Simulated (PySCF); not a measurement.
# C3H2S: excited-state relaxation

What do calculations give for the excited-state relaxation of C3H2S (`C#CC=S`)?

Programs: PySCF 2.14.0, with routines of our own; each step states its level. All values are computed. Atoms count from 0.

## (1) The system as given

6 atoms, charge 0, multiplicity 1; geometry from: GFN2-xTB.

## (2) Geometry optimisation at B3LYP/def2-TZVP

What the job is given:

```
{"job": {"xc": "B3LYP", "basis": "def2-TZVP", "grid": 1, "kind": "geom"}, "charge": 0, "multiplicity": 1}
C      1.542056    -0.199507    -0.060413
C      0.359889     0.031537    -0.006518
C     -1.016107     0.241430     0.049004
S     -2.110732    -0.956426    -0.088169
H      2.575011    -0.382396    -0.105471
H     -1.346995     1.267351     0.189992
```

Command:

```console
$ OMP_NUM_THREADS=1 python excited_run.py task.json out
```

One launch serves the whole session: the jobs run in the order shown.

The program printed:

```text
step   0  E = -513.68808590  max force = 0.012152
step   1  E = -513.68853827  max force = 0.003381
step   2  E = -513.68856336  max force = 0.003696
step   3  E = -513.68864806  max force = 0.003513
step   4  E = -513.68863139  max force = 0.002680
step   5  E = -513.68868467  max force = 0.000759
step   6  E = -513.68869561  max force = 0.000054
optimisation converged
```

It took 11 s on 1 thread of AMD EPYC 9R45, shared host; peak memory 0.5 GiB.

Relaxation path:

```
step  energy from step 0 (eV)  largest force component (eV/Å)
   0                   0.0000                          0.6249
   1                  -0.0123                          0.1739
   2                  -0.0130                          0.1901
   3                  -0.0153                          0.1806
   4                  -0.0148                          0.1378
   5                  -0.0163                          0.0390
   6                  -0.0166                          0.0028
```

Close pairs (by a distance rule), those that changed most:

```
 bond  before (Å)  after (Å)  change (Å)
C1–C2       1.393      1.409      +0.016
C0–H4       1.050      1.063      +0.013
C2–H5       1.087      1.091      +0.003
C2–S3       1.628      1.626      -0.003
C0–C1       1.206      1.205      -0.001
```

The next job starts from the end point, and lists it.

```
                         at the end point                 value
  point group (found at 0.08 Å tolerance)                    Cs
rotational constants (GHz, main isotopes)  43.843, 3.101, 2.897
                        dipole moment (D)                  2.20
```

## (3) Excited-state relaxation: TDA B3LYP/def2-TZVP

What the job is given:

```
{"job": {"kind": "xopt", "state": "S1", "method": "TDA", "freq": true, "xc": "B3LYP", "basis": "def2-TZVP", "grid": 1}, "charge": 0, "multiplicity": 1}
C      1.543615    -0.188785    -0.094926
C      0.346917    -0.051503    -0.055967
C     -1.047496     0.147575    -0.010513
S     -2.163347    -1.034399     0.003179
H      2.596600    -0.330890    -0.128462
H     -1.358399     1.192583     0.016298
```

With the program's defaults for keys left out, this is: TDA B3LYP/def2-TZVP excited-state geometry optimisation, gas phase.

The program printed:

```text
final grid: 26800 points
cycle   1  E = -513.6584720170  dE =  5.001e-01  |g| = 3.330e-01  |ddm| = 2.552e+00
cycle   2  E = -513.6375951574  dE =  2.088e-02  |g| = 4.388e-01  |ddm| = 9.799e-01
cycle   3  E = -513.6826943424  dE = -4.510e-02  |g| = 1.467e-01  |ddm| = 6.707e-01
cycle   4  E = -513.6879484600  dE = -5.254e-03  |g| = 5.074e-02  |ddm| = 1.466e-01
cycle   5  E = -513.6886319372  dE = -6.835e-04  |g| = 1.641e-02  |ddm| = 4.743e-02
cycle   6  E = -513.6886815748  dE = -4.964e-05  |g| = 6.524e-03  |ddm| = 1.496e-02
cycle   7  E = -513.6886942279  dE = -1.265e-05  |g| = 2.256e-03  |ddm| = 8.897e-03
cycle   8  E = -513.6886955990  dE = -1.371e-06  |g| = 2.005e-04  |ddm| = 2.571e-03
cycle   9  E = -513.6886956099  dE = -1.095e-08  |g| = 6.863e-05  |ddm| = 3.373e-04
cycle  10  E = -513.6886956113  dE = -1.388e-09  |g| = 1.057e-05  |ddm| = 2.080e-04
cycle  11  E = -513.6886956113  dE = -2.501e-11  |g| = 4.388e-06  |ddm| = 2.342e-05
converged SCF energy = -513.6886956113

vertical S1 at the ground-state geometry: 2.0129 eV
step    E(state)/Eh    max force   excitation/eV  root
  0    -513.61165827   0.068112     2.0765      1
  1    -513.61559172   0.015271     1.7993      1
  2    -513.61788232   0.011333     1.7719      1
  3    -513.61899815   0.005054     1.7600      1
  4    -513.61912027   0.001949     1.7585      1
  5    -513.61915572   0.001707     1.7604      1
  6    -513.61919413   0.000964     1.7619      1
  7    -513.61921479   0.000340     1.7621      1
  8    -513.61921955   0.000326     1.7619      1
optimisation converged
vertical emission 1.7619 eV, adiabatic 1.8905 eV, Stokes shift 0.2509 eV, reorganisation 0.1223 (excited) and 0.1286 eV (ground)
zero-point change -0.0470 eV, 0-0 energy 1.8436 eV
frequencies of the excited state (cm-1): 159 386 470 490 591 676 782 1106 1286 2100 3133 3470
```

It took 2.4 min on 1 thread of AMD EPYC 9R45, shared host; peak memory 0.62 GiB.

From this job:

```
                 quantity    value
  vertical absorption, S1  2.01 eV
     adiabatic energy, S1  1.89 eV
    vertical emission, S1  1.76 eV
         Stokes shift, S1  0.25 eV
geometry moved (RMSD), S1  0.044 Å
```

Bonds of the start that changed most:

```
 bond  start (Å)  end (Å)
C2–S3      1.625    1.705
C1–C2      1.409    1.374
C0–C1      1.205    1.216
C2–H5      1.091    1.086
C0–H4      1.063    1.062
```

## (4) Excited-state relaxation: UKS B3LYP/def2-TZVP

What the job is given:

```
{"job": {"kind": "xopt", "state": "T1", "method": "UKS", "freq": true, "xc": "B3LYP", "basis": "def2-TZVP", "grid": 1}, "charge": 0, "multiplicity": 1}
C      1.543615    -0.188785    -0.094926
C      0.346917    -0.051503    -0.055967
C     -1.047496     0.147575    -0.010513
S     -2.163347    -1.034399     0.003179
H      2.596600    -0.330890    -0.128462
H     -1.358399     1.192583     0.016298
```

Method: UKS B3LYP/def2-TZVP excited-state geometry optimisation, gas phase.

The program printed:

```text
final grid: 26800 points
cycle   1  E = -513.6584720170  dE =  5.001e-01  |g| = 3.330e-01  |ddm| = 2.552e+00
cycle   2  E = -513.6375951574  dE =  2.088e-02  |g| = 4.388e-01  |ddm| = 9.799e-01
cycle   3  E = -513.6826943424  dE = -4.510e-02  |g| = 1.467e-01  |ddm| = 6.707e-01
cycle   4  E = -513.6879484600  dE = -5.254e-03  |g| = 5.074e-02  |ddm| = 1.466e-01
cycle   5  E = -513.6886319372  dE = -6.835e-04  |g| = 1.641e-02  |ddm| = 4.743e-02
cycle   6  E = -513.6886815748  dE = -4.964e-05  |g| = 6.524e-03  |ddm| = 1.496e-02
cycle   7  E = -513.6886942279  dE = -1.265e-05  |g| = 2.256e-03  |ddm| = 8.897e-03
cycle   8  E = -513.6886955990  dE = -1.371e-06  |g| = 2.005e-04  |ddm| = 2.571e-03
cycle   9  E = -513.6886956099  dE = -1.095e-08  |g| = 6.863e-05  |ddm| = 3.373e-04
cycle  10  E = -513.6886956113  dE = -1.388e-09  |g| = 1.057e-05  |ddm| = 2.080e-04
cycle  11  E = -513.6886956113  dE = -2.501e-11  |g| = 4.388e-06  |ddm| = 2.342e-05
converged SCF energy = -513.6886956113

vertical T1 at the ground-state geometry: 1.6001 eV
step    E(state)/Eh    max force   <S^2>
  0    -513.62683720   0.065369    2.0134
  1    -513.63149719   0.016102    2.0177
  2    -513.63370688   0.010485    2.0175
  3    -513.63476755   0.002146    2.0175
  4    -513.63483141   0.001731    2.0175
  5    -513.63486277   0.001178    2.0175
  6    -513.63490353   0.000763    2.0174
  7    -513.63490816   0.000510    2.0174
  8    -513.63491077   0.000426    2.0174
optimisation converged
vertical emission 1.3052 eV, adiabatic 1.4636 eV, Stokes shift 0.2950 eV, reorganisation 0.1366 (excited) and 0.1584 eV (ground)
zero-point change -0.0641 eV, 0-0 energy 1.3995 eV
frequencies of the excited state (cm-1): 149 385 437 455 502 679 763 1085 1253 2056 3145 3466
```

Wall time 92 s (1 thread of AMD EPYC 9R45, shared host); peak memory 0.63 GiB.

Key values:

```
                                     quantity    value
vertical gap at the ground-state geometry, T1  1.60 eV
                         adiabatic energy, T1  1.46 eV
     vertical gap at the relaxed geometry, T1  1.31 eV
               difference of the two gaps, T1  0.29 eV
                    geometry moved (RMSD), T1  0.069 Å
```

Bonds of the start that changed most:

```
 bond  start (Å)  end (Å)
C2–S3      1.625    1.715
C1–C2      1.409    1.376
C0–C1      1.205    1.216
C2–H5      1.091    1.085
C0–H4      1.063    1.062
```

## (5) What came out

| quantity | value |
| --- | --- |
| point group | Cs |
| rotational constants (main isotopes) | 43.84, 3.10, 2.90 GHz |
| vertical absorption, S1 (step 3, TDA B3LYP/def2-TZVP) | 2.01 eV |
| adiabatic energy, S1 (step 3, TDA B3LYP/def2-TZVP) | 1.89 eV |
| vertical emission, S1 (step 3, TDA B3LYP/def2-TZVP) | 1.76 eV |
| Stokes shift, S1 (step 3, TDA B3LYP/def2-TZVP) | 0.25 eV |
| vertical gap at the ground-state geometry, T1 (step 4, UKS B3LYP/def2-TZVP) | 1.60 eV |
| adiabatic energy, T1 (step 4, UKS B3LYP/def2-TZVP) | 1.46 eV |
| vertical gap at the relaxed geometry, T1 (step 4, UKS B3LYP/def2-TZVP) | 1.31 eV |
| difference of the two gaps, T1 (step 4, UKS B3LYP/def2-TZVP) | 0.29 eV |

In words: Over 6 steps the energy fell by 0.017 eV; of the close pairs, C1–C2 changed most, 1.393 to 1.409 Å. In step 3 (excited-state relaxation), among the bonds C2–S3 changes most, from 1.625 to 1.705 Å. In step 4 (excited-state relaxation), among the bonds C2–S3 changes most, from 1.625 to 1.715 Å. ΔSCF (UKS) and response values aren't on one footing and may follow different states, so their differences aren't method errors alone, and singlets and triplets from the two don't rank.
